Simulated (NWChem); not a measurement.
# Correlation energy of disulfur (S$_{2}$)

```xyz
2

S      0.0000     0.0000     0.9520
S      0.0000     0.0000    -0.9520
```
Charge 0, spin multiplicity 3.

Everything below was run with NWChem. Structure: optimised with UPBE0/def2-SVP, a minimum by its harmonic frequencies.

Basis set: cc-pVDZ. Each correlation energy counts from its own Hartree-Fock reference.

The correlated methods keep 10 core orbitals frozen. The unpaired electrons of the parent sit in orbitals of symmetry b2g and b3g (D2h labels of the run); other states weren't searched. The stability of the SCF solutions was not checked. Open-shell Hartree-Fock references start from PBE0 orbitals. Coupled-cluster values serve here as a point of comparison, not as the truth.

```tsv
method	correlation energy (mHa)
URI-MP2	?
UMP2	-238.4
SCS-UMP2	-226.4
CCSD on UHF	?
CCSD[T] on UHF	?
CCSD(T) on UHF	?
CCSD on ROHF	-270.7
CCSD[T] on ROHF	-281.5
CCSD(T) on ROHF	-281.5
CCSDT on ROHF	-281.7
```

Task: Complete the blanks.

Result: 
- URI-MP2, correlation energy (mHa): -238.7
- CCSD on UHF, correlation energy (mHa): -260.4
- CCSD[T] on UHF, correlation energy (mHa): -270.5
- CCSD(T) on UHF, correlation energy (mHa): -270.1
